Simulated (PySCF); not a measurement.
**`Clc1nncs1`, C2HClN2S**

Molfile (atoms numbered from 1):
```
C2HClN2S
     RDKit          3D

  7  7  0  0  0  0  0  0  0  0999 V2000
    3.5729    0.7574    1.5638 Cl  0  0  0  0  0  0  0  0  0  0  0  0
    1.9399    0.4695    1.1790 C   0  0  0  0  0  0  0  0  0  0  0  0
    1.3482   -0.6629    1.3672 N   0  0  0  0  0  0  0  0  0  0  0  0
    0.0567   -0.6435    0.9825 N   0  0  0  0  0  0  0  0  0  0  0  0
   -0.3184    0.5025    0.5084 C   0  0  0  0  0  0  0  0  0  0  0  0
    0.9286    1.7002    0.4908 S   0  0  0  0  0  0  0  0  0  0  0  0
   -1.3275    0.7024    0.1501 H   0  0  0  0  0  0  0  0  0  0  0  0
  1  2  1  0
  2  3  2  0
  3  4  1  0
  4  5  2  0
  5  6  1  0
  6  2  1  0
  5  7  1  0
M  END
```

Computed, not measured: UKS PBE0/def2-SVPD four-point reorganisation energy, gas phase in PySCF. Geometry: PBE0/def2-SVPD.

(1) What is the inner reorganisation energy for hole transfer, with the ionisation energy?

Results:

(1) λ = 0.427 (surface of the oxidised species) + 0.395 (surface of the starting species) = 0.822 eV. The ionisation energy is 10.20 eV vertical and 9.77 eV adiabatic without zero-point energy; at the relaxed geometry of the oxidised species the two energies differ by 9.38 eV. Largest bond changes: N3–N4 1.348 → 1.238 Å, Cl1–C2 1.702 → 1.659 Å, C2–N3 1.292 → 1.316 Å, S6–C2 1.735 → 1.748 Å, N4–C5 1.296 → 1.299 Å. ⟨S²⟩ of the relaxed oxidised species 0.758.

The conformer changes in this relaxation, which adds to the reorganisation energy.

Q: What is the inner reorganisation energy for electron transfer, with the electron affinity?

A: λ = 0.706 (surface of the reduced species) + 2.635 (surface of the starting species) = 3.341 eV. The electron affinity is -0.21 eV vertical and 0.50 eV adiabatic without zero-point energy; at the relaxed geometry of the reduced species the two energies differ by 3.13 eV. Largest bond changes: Cl1–C2 1.702 → 2.391 Å, S6–C2 1.735 → 1.757 Å, N3–N4 1.348 → 1.369 Å, C5–S6 1.729 → 1.732 Å, C2–N3 1.292 → 1.293 Å. ⟨S²⟩ of the relaxed reduced species 0.758.

The highest occupied orbital of the reduced species is unbound in this basis, so its energies are rough.
